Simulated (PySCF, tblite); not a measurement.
# C3H4F2O: geometry, infrared bands, NMR shifts, spin-spin couplings, electronic excitations and core binding energies

Aim: predict the infrared bands, NMR shifts, spin-spin couplings, electronic excitations and core binding energies of C3H4F2O (`FC[C@@H]1O[C@@H]1F`).

Programs: tblite 0.8.0 and PySCF 2.14.0, with density-fitted response routines of our own. Each step states its level of theory. These are calculated values for one molecule in the gas phase, unless marked as measured. Atoms are numbered from 0 throughout.

### Step 1. The starting structure

10 atoms, charge 0, multiplicity 1; geometry from: GFN2-xTB.

Bonds of the start (Å): F0–C1 1.37, C1–C2 1.51, C2–O3 1.41, O3–C4 1.37, C4–F5 1.35, C4–C2 1.46, C1–H6 1.10, C1–H7 1.09, C2–H8 1.09, C4–H9 1.08.

### Step 2. Harmonic vibrations with GFN2-xTB

Job settings and geometry (Å):

```
{"job": {"kind": "ir", "xc": "GFN2-xTB", "basis": "xTB"}, "charge": 0, "multiplicity": 1}
F     -1.930164    -0.956497    -0.472126
C     -1.215138     0.169020    -0.161098
C      0.073853    -0.239271     0.519313
O      0.961924     0.789950     0.884459
C      1.372553    -0.035072    -0.126547
F      1.398685     0.507772    -1.364176
H     -1.831686     0.770110     0.515557
H     -1.027243     0.712131    -1.092527
H     -0.031944    -1.043400     1.243571
H      2.238040    -0.670088     0.031047
```

**Question.** This job is followed by: PBE0-D3(BJ)/def2-SVP geometry optimisation, gas phase; GIAO PBE0/pcSseg-1 NMR shielding, non-relativistic, gas phase; B3LYP/pcJ-1 indirect spin-spin coupling, non-relativistic, gas phase; TDDFT PBE0/def2-SVPD, vertical, gas phase, core orbitals frozen in the response; GIAO KT2/pcSseg-2 NMR shielding, non-relativistic, gas phase; delta-SCF UKS SCAN, pcX-2 on the ionised atom, pcseg-1 elsewhere, spin-free X2C. Predict these results of the whole session: strongest single infrared mode (GFN2-xTB); zero-point energy (GFN2-xTB); point group; rotational constants (main isotopes); 13C shifts against TMS (PBE0/pcSseg-1); 1H shifts against TMS (PBE0/pcSseg-1); 19F shifts against CFCl3 (PBE0/pcSseg-1); 17O shifts against H2O (PBE0/pcSseg-1); largest coupling of the table (B3LYP/pcJ-1); lowest singlet (PBE0/def2-SVPD); brightest single state of those computed; lowest triplet; vertical ionisation energy (ΔSCF); C1s binding energies, SCAN/pcX-2; F1s binding energies, SCAN/pcX-2; O1s binding energies, SCAN/pcX-2; range of the shift of F5.

**Answer**, as computed:

| quantity | value |
| --- | --- |
| strongest single infrared mode (GFN2-xTB) | 1055 cm⁻¹, 80 km/mol |
| zero-point energy (GFN2-xTB) | 42.9 kcal/mol |
| point group | C1 |
| rotational constants (main isotopes) | 6.82, 2.49, 2.08 GHz |
| 13C shifts against TMS (PBE0/pcSseg-1) | 88.7, 78.8, 51.3 ppm |
| 1H shifts against TMS (PBE0/pcSseg-1) | 5.31, 4.79, 4.33, 2.76 ppm |
| 19F shifts against CFCl3 (PBE0/pcSseg-1) | -181.7, -260.8 ppm |
| 17O shifts against H2O (PBE0/pcSseg-1) | 65.3 ppm |
| largest coupling of the table (B3LYP/pcJ-1) | 1J(C,F) C4–F5, -336.5 Hz |
| lowest singlet (PBE0/def2-SVPD) | 8.24 eV (151 nm), f = 0.013 |
| brightest single state of those computed | state 7, 9.38 eV, f = 0.052 |
| lowest triplet | 7.68 eV |
| vertical ionisation energy (ΔSCF) | 11.27 eV |
| C1s binding energies, SCAN/pcX-2 | C4 295.13, C1 293.69, C2 293.05 eV |
| F1s binding energies, SCAN/pcX-2 | F5 693.47, F0 692.97 eV |
| O1s binding energies, SCAN/pcX-2 | O3 539.54 eV |
| range of the shift of F5 | -207.0 to -181.7 ppm |

No mode is imaginary among the 24: a minimum at this level. The strongest single mode, at 1055 cm⁻¹, moves mainly C1 and F0. Unscaled tight-binding wavenumbers are off by several per cent, some by more. Its intensities can rank the bands wrongly. The optimisation took 12 steps and gained 0.033 eV; among the close pairs (by a distance rule), C2–O3 changed most, from 1.408 to 1.430 Å. The most deshielded hydrogen is H9 (hydrogen on a three-membered-ring carbon bearing a halogen), at 5.31 ppm: its carbon carries F and O, an electronegative neighbour. Of the pairs tabulated at B3LYP/pcJ-1, C4–F5 couples most strongly (-336.5 Hz; Fermi contact -340.2 Hz). Couplings across rotatable bonds belong to this one conformer; where others are populated, the observed values are averages. Density functionals describe couplings to fluorine poorly, F–F couplings above all, so those rows are rough. ΔSCF puts the ionisation energy at 11.27 eV, 2.33 eV above −ε(HOMO). C4 (three-membered-ring carbon bearing a halogen) binds its C1s electron 2.08 eV more tightly than C2 (epoxide ring carbon). F5 (fluorine on an sp3 carbon) binds its F1s electron 0.51 eV more tightly than F0 (fluorine on an sp3 carbon). In ppm, F5 moves most: its shift spreads over 25.3 ppm, from -207.0 (KT2/pcSseg-2) to -181.7 (PBE0/pcSseg-1).
